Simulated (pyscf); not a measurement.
PySCF, gas phase, ωB97X-D3(BJ)/def2-SVP geometries.

Estimate by transition-state theory the rate constant of TeH₂ + H₃C–Zn–CH₃ → H₃C–Zn–TeH + methane (CH₄) (singlet surface; H–Te, C–Zn broken, Te–Zn, C–H formed) at 600 K, with ωB97M-D3(BJ)/def2-TZVP energies (ideal gas, 1 atm, RRHO with modes under 100 cm⁻¹ raised to 100, one conformer, R ln 2 for chiral ones without a mode under 150 cm⁻¹; no tunnelling).

The electronic barrier is 18.8 kcal/mol and the thermal terms add +17.2, so ΔG‡ = 35.9 kcal/mol. With k_BT/h = 1.25e+13 s⁻¹ and RT = 1.192 kcal/mol, and a volume of 8.18e-20 cm³ per molecule at 1 atm, k = 8.4e-20 cm³ molecule⁻¹ s⁻¹. Wigner's tunnelling factor for 1090i cm⁻¹ would be 1.28. A shift of 1 kcal/mol in the barrier changes k by a factor 2.3. On the reactant side the descent ends in an adduct with a Te–Zn contact (not fully relaxed), 5.9 kcal/mol under the separated species and 19.9 kcal/mol under the saddle at ωB97X-D3(BJ)/def2-TZVP. What is counted as formed (Te–Zn) is already present as a longer contact in the reactant adduct; forming that adduct is a step of its own. At ωB97X-D3(BJ)/def2-TZVP the barrier from the zero used here is 14.0 kcal/mol. This is the saddle that the search found; another between the same sides may lie lower. Elements up to Kr have no core potential and no relativistic terms here. Elements past Kr carry the def2 core potentials, without spin-orbit coupling.
